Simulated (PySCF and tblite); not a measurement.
The numbers below are computed, except where a source is named.
Molecule: C3H7NO, numbered as in [CH2:1]1[CH2:2][O:3][CH2:4][NH:5]1.

The ring 1–2–3–4–5 is held at Altona–Sundaralingam phase angles P (ν_j = ν_max cos(P + 144°(j − 2)), ν_j about the bond from ring atom j to j + 1, counted from 0) and the rest relaxed at GFN2-xTB. Energies: PBE0/pcSseg-1 + D3(BJ). Programs: tblite and PySCF.

GFN2-xTB profile:

(phase angle P °, kcal/mol): (0, 0.62), (18, 0.12), (36, 0.00), (54, 0.19), (72, 0.58), (90, 1.16), (108, 1.86), (126, 2.55), (144, 3.06), (162, 3.35), (180, 3.43), (198, 3.42), (216, 3.37), (234, 3.32), (252, 3.29), (270, 3.23), (288, 3.03), (306, 2.65), (324, 2.08), (342, 1.36)

Give the DFT energy and dipole along the phase angle P.


```csv
phase angle P °,E kcal/mol,dipole D,amplitude °
0,0.60,1.10,40
36,0.00,1.29,38
72,0.37,1.55,36
108,1.56,1.83,36
144,3.39,2.10,36
180,4.38,2.19,39
216,3.98,2.21,40
252,3.56,2.08,39
288,3.64,1.66,38
324,2.45,1.23,39
```

How free is the pseudorotation?

The sampled points span 4.38 kcal/mol, from P = 36° to P = 180°; RT at 298 K is 0.59 kcal/mol, so it is hindered but fast.
